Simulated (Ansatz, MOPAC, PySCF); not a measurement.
Protons, H atoms and electrons added to or taken from [SiH4]. Gas-phase values, no solvent. Strings in code marks are SMILES.

Quantity: vertical ionisation energy (energy after one electron is removed minus that of the parent at the parent's geometry), in eV.

Level 1: frozen-core MP2/cc-pVTZ // CAM-B3LYP-D3(BJ)/def2-TZVP (Ansatz, an electronic-structure program)
Level 2: minus the HOMO energy of HF/3-21G // CAM-B3LYP-D3(BJ)/def2-TZVP (PySCF)
Level 3: minus the HOMO energy of PM6 // CAM-B3LYP-D3(BJ)/def2-TZVP (MOPAC)
Level 4: minus the HOMO energy of SVWN5/6-31G* // CAM-B3LYP-D3(BJ)/def2-TZVP (PySCF)

```json
[
 {"species": "`[SiH4]`", "level 1": "12.84", "level 2": "13.20", "level 3": "11.77", "level 4": "8.48"}
]
```
